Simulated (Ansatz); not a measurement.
**Calcium, fcc: convergence with cold smearing**

Computed with Ansatz, PBE, scalar-relativistic PAW, on the relaxed cell (a = 5.525 Å; spin not included). Errors count from a run at 420 eV on a Γ-centred 16×16×16 mesh with Fermi-Dirac smearing of 0.1 eV, extrapolated to zero width. Fixed here: cutoff 420 eV, mesh 10×10×10. The SCF starts from atomic densities corrected by a trained network.

```csv
width (eV),E(σ→0) error (meV/atom),F error (meV/atom),P (GPa),SCF iterations
0.01,-0.6,-0.6,0.02,4
0.03,-0.6,-0.6,0.03,4
0.1,-0.7,-1.0,0.01,6
0.2,-1.2,-2.1,-0.02,6
0.3,-1.9,-3.9,-0.01,6
0.6,-2.2,-15.8,0.05,5
1.0,-6.6,-61.4,0.15,5
```
